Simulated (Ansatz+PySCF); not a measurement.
## triplet C2H6 in separate pieces: levels of theory in one basis

```csv
atom,x (Å),y (Å),z (Å)
C,0.0000,0.0000,0.0000
H,1.0903,0.0000,0.0000
H,-0.5452,0.9443,0.0000
H,-0.5452,-0.9443,0.0000
C,10.0000,0.0000,0.0000
H,11.0903,0.0000,0.0000
H,9.4548,0.9443,0.0000
H,9.4548,-0.9443,0.0000
```

Basis set: cc-pVDZ (spherical functions). Correlated methods keep 2 orbitals frozen. Correlation on ROHF uses semicanonical orbitals with singles. Charge 0, multiplicity 3.

Computed with Ansatz (development build ahead of 0.2.0); each method stands on the lowest determinant of its kind that the runs found. NEVPT2 correlates all electrons. Active spaces start from the frontier orbitals, and the lowest solution found is given.

```tsv
method	E − E(ROHF) (eV)	<S²> of the determinant
ROHF	0.00	2.00
UHF	-0.23	2.02
ROHF-MP2	-7.14	–
UHF-MP2	-7.14	2.02
ROHF-CCSD	-8.39	–
UHF-CCSD	-8.40	2.02
ROHF-CCSD(T)	-8.54	–
UHF-CCSD(T)	-8.54	2.02
CASSCF(4,4)	-0.45	–
```

Task: What does SC-NEVPT2(4,4) give on the same scale?

Result: -7.31 eV. NEVPT2 here correlates all electrons, so it doesn't share the others' frozen core.

Task: Is a single determinant a sound starting point here?

Result: By this sign, yes. Unrestricted orbitals gain 0.23 eV and <S²> is 2.02 against 2.00 for a pure state. The CASSCF(4,4) natural occupations are 1.98, 1.00, 1.00, 0.02.

Caution for CASSCF(4,4): other starts end on other solutions of this active space.
